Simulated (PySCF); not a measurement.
Numbering as in the mapped SMILES `[CH2:1]=[CH:2][S:3]([CH3:4])(=[O:5])=[O:6]`. Each H is labelled by its parent atom. Ha(C1) is cis to S3; Hb(C1) is trans to S3.

GIAO shifts from PySCF on PBE0-D3(BJ)/def2-SVP geometries (one conformer, non-relativistic, equivalent nuclei averaged), against TMS at the same level and in the same medium; PCM means IEF-PCM chloroform.

Measured (solution, not stated per compound (mostly CDCl3 or CCl4); Pretsch, Buehlmann, Badertscher, Structure Determination of Organic Compounds, 4th ed. (2009)): H(C2) 6.76, Hb(C1) 6.14, Ha(C1) 6.43 ppm.

**Question.** Which unscaled values do PBE0/pcSseg-1, gas; PBE0/pcSseg-1, PCM; WP04/pcSseg-1, PCM; wB97X-D/pcSseg-1, PCM give, and how close are they?

**Answer.** 
```
 atoms  measured  PBE0/pcSseg-1, gas  PBE0/pcSseg-1, PCM  WP04/pcSseg-1, PCM  wB97X-D/pcSseg-1, PCM
 H(C2)      6.76                6.57                6.77                6.49                   6.71
Hb(C1)      6.14                6.35                6.66                6.35                   6.68
Ha(C1)      6.43                6.79                6.82                6.56                   6.87
```

Mean absolute error for ¹H: PBE0/pcSseg-1, gas 0.25, PBE0/pcSseg-1, PCM 0.31, WP04/pcSseg-1, PCM 0.20, wB97X-D/pcSseg-1, PCM 0.34 ppm.
